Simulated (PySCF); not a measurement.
Gas-phase reaction: 2 HSiNH2 + 3 NH3 → Si2H5 + 5 NH2

Method: PySCF energies plus ideal-gas RRHO corrections (1 bar). † marks an energy on the PBE0/def2-TZVP geometry and frequencies; other levels use their own. CCSD(T) freezes the core. 6-31G* has spherical d functions here. Open shells (unrestricted): Si2H5 (multiplicity 2), NH2 (multiplicity 2); the rest are closed-shell singlets. B3LYP is the form with VWN-RPA correlation. HSiNH2, Si2H5: computed as isolated molecules; such fragments, hydroxides, amides, oligomers or adducts are transient or little studied in the gas. CCSD(T) isn't extrapolated to the basis-set limit; its ΔH°(298 K) is 987.4 kJ in def2-SVP and 1030.6 kJ in def2-TZVPP. The harmonic model lacks anharmonicity and excited electronic states, which grow with temperature; levels with a mode under 35 cm⁻¹ are left out. Internal rotation in HSiNH2, Si2H5 is treated as a harmonic vibration of one conformer, which makes the entropy rough.

```tsv
level	ΔE electronic, kJ	ΔH°(298 K), kJ	ΔS°(298 K), J/K	ΔG°(2500 K), kJ
B3LYP/6-31G*	1058	976	198	420
BLYP/def2-TZVP†	1106	1025	197	472
CCSD(T)/def2-SVP†	1068	987	197	434
HF/def2-TZVP†	686	606	197	52
PBE0/def2-QZVP†	1090	1009	197	456
PBE0/def2-TZVP	1083	1002	197	449
ωB97X-V/def2-TZVP†	1111	1031	197	477
```
ΔH° is lowest at HF/def2-TZVP† and highest at ωB97X-V/def2-TZVP†. No reference value is set beside these.
